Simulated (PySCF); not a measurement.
Carbon suboxide, C3O2, SMILES O=C=C=C=O, point group D∞h.

Level: PBE0/pcSseg-1 in PySCF (density fitting, grid level 2); geometry and Hessian at that level, cubic constants and property derivatives from steps of ±0.6 along each species' dimensionless normal coordinates, second-order vibrational perturbation theory. The parent has the commonest isotopes.

Equilibrium geometry (Å):

| atom | x | y | z |
| --- | --- | --- | --- |
| O1 | -2.4178 | -0.1466 | -0.3587 |
| C2 | -1.2624 | -0.0756 | -0.3247 |
| C3 | 0.0069 | 0.0023 | -0.2874 |
| C4 | 1.2762 | 0.0802 | -0.2502 |
| O5 | 2.4316 | 0.1511 | -0.2162 |

**Question.** Give the equilibrium and ground-state rotational constants (MHz) of parent; ¹³C at 3; ¹³C at 2; ¹⁷O at 1, ¹³C at 2; ¹⁷O at 1; ¹⁷O at 1, ¹³C at 3; ¹⁸O at 1, ¹⁸O at 5.

**Answer.** 
```csv
species,Be,B0,harmonic ZPE (cm⁻¹)
parent,2218.6,2221.1,4913
¹³C at 3,2218.6,2220.9,4872
¹³C at 2,2203.1,2205.7,4862
"¹⁷O at 1, ¹³C at 2",2149.2,2151.7,4843
¹⁷O at 1,2163.1,2165.6,4893
"¹⁷O at 1, ¹³C at 3",2163.1,2165.3,4853
"¹⁸O at 1, ¹⁸O at 5",2009.7,2012,4839
```

**Question.** And its quartic centrifugal distortion constants from the harmonic force field?

**Answer.** Linear top: D = 0.0768 kHz.

A mode lies under 250 cm⁻¹, where this perturbation treatment is rough.
